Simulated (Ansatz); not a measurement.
Take Cr in the bcc (W type) structure (space group Im-3m, No. 229; non-magnetic) as the base.

```yaml
crystal:
  lattice:
    - [-1.41545, 1.41545, 1.41545]
    - [1.41545, -1.41545, 1.41545]
    - [1.41545, 1.41545, -1.41545]
  atoms:
    - { symbol: Cr, position: [0.00000, 0.00000, 0.00000] }
```

The values are results of DFT with r2SCAN, PAW potentials and a 500 eV plane-wave cutoff in Ansatz (a program for electronic structure), spin-orbit coupling left out, earlier PAW set, not measurements.

Modification: full substitution Cr → W, then cell and atoms are relaxed.

Measured lattice parameter a: Cr 2.877 Å (static lattice; corrected from measurement; as listed in H. Levämäki et al., Physical Review B (2014)); W 3.16 Å (static lattice; corrected from measurement; as listed in Daniel Mejia-Rodriguez, S. B. Trickey, Phys. Rev. B (2018)).

Task: How well does r2SCAN reproduce the measured shift?

Result: With r2SCAN the lattice parameter a moves by +0.339 Å (2.831 → 3.170) against +0.283 Å measured.

No phonon test of stability was made. Seeded moments were not kept for the base. All final runs are without spin polarisation. Real Cr is antiferromagnetic at low temperature and ambient pressure, an order that this cell doesn't hold.
